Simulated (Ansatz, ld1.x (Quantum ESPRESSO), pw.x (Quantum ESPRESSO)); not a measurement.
**vanadium (V): one change to the PAW potential, in the atom and in the bcc crystal**

- Element: vanadium
- Generator: ld1.x (Quantum ESPRESSO) 7.5
- Type: PAW
- Functional: LDA (PW92)
- Relativity: scalar-relativistic
- Frozen core: [Ar]
- Valence charge: 5
- Reference configuration: 3d3 4s0 4p0 (charge +2)
- Partial waves: 4s (bound, empty): rcut 1.80, rcutus 2.40 bohr; 4s channel at 2.65 Ry: rcut 1.80, rcutus 2.40 bohr; 4p (bound, empty): rcut 1.95, rcutus 2.60 bohr; 4p channel at 3.7 Ry: rcut 1.95, rcutus 2.60 bohr; 3d (bound): rcut 1.95, rcutus 2.10 bohr; 3d channel at 1.1 Ry: rcut 1.95, rcutus 2.10 bohr
- Local potential: all-electron potential smoothed inside 1.85 bohr (lloc = -2)
- Core correction: Bessel-smoothed model core inside 1.40 bohr
- Augmentation charge: BESSEL, radius 1.95 bohr

Change: waves 3d (bound): rcut 1.32, rcutus 1.40 bohr; 3d channel at 1.1 Ry: rcut 1.32, rcutus 1.40 bohr.

Cutoffs, loose and tight: the cutoffs (Ry, on a coarse ladder) from which the occupation-weighted sum of valence levels, in a spherical-Bessel basis at the reference potential, stays within 10 and 1 mRy of its value at 400 Ry. They do not see the model core or the augmentation charge, which bear on the density cutoff. Test errors are all-electron minus pseudo excitation energies from the reference, over the configurations 3d3 4s2 4p0; 3d3 4s1 4p0; 3d2 4s0 4p0; 3d2 4s2 4p0; 3d3.5 4s1.5 4p0; 3d1 4s0 4p0; 3d4 4s0 4p0 (two spin-polarised tests are not counted in the largest error); variants that change the core or the reference have their own tests.

Crystal test: bcc V in pw.x 7.5, no spin, 16³ k-points, Fermi–Dirac smearing 0.01 Ry, cutoffs set for each file from its atomic test. The reference is all-electron LAPW (Ansatz 0.2.0) with the same functional, mesh and smearing; V0 and B0 come from Birch–Murnaghan fits to the pressures at five volumes. Errors are pseudo minus all-electron; Δ is the rms difference of the E(V) curves that follow from these fits, minima aligned, over ±6 % about the mean V0. Mesh and smearing are coarse, so the numbers serve the comparison and aren't converged zero-temperature values; the lattice is a test structure that the element need not adopt.

All-electron: a0 = 2.929 Å (V0 = 12.57 Å³/atom), B0 = 206.3 GPa.

Task: Does the change bring the crystal closer to the all-electron result?

Result: The mean pressure error goes from +2.13 to -0.33 GPa, so the change moves the solid closer to the all-electron pressures. The B0 error goes the other way, from +0.9 to +3.1 %. At 80 % of its cutoff the pressure of the changed file moves by -0.71 GPa.

| quantity | base | changed |
| --- | --- | --- |
| outcome (atom) | generated | generated |
| cutoff, loose (atom) | 21 Ry | 50 Ry |
| cutoff, tight (atom) | 35 Ry | 80 Ry |
| bound ghosts (atom) | none | none |
| largest test error (meV) (atom) | test run stopped at test 1 of 9 (negative rho) | test run stopped at test 1 of 9 (negative rho) |
| cutoffs in pw.x (Ry) | 45/360 | 100/800 |
| a0 (Å) | 2.938 | 2.927 |
| a0 error (%) | +0.31 | -0.06 |
| B0 error (%) | +0.9 | +3.1 |
| Δ (meV/atom) | 5.5 | 1.1 |
| mean pressure error (GPa) | +2.13 | -0.33 |

Base: The largest radius (2.60 bohr) exceeds half the bond length (2.39 bohr), so the spheres overlap, which is one possible source of error among others. Atomic configuration tests: test run stopped at test 1 of 9 (negative rho). Changed file: The largest radius (2.60 bohr) exceeds half the bond length (2.39 bohr), so the spheres overlap, which is one possible source of error among others. Atomic configuration tests: test run stopped at test 1 of 9 (negative rho). The atomic cutoffs weigh occupied waves only.
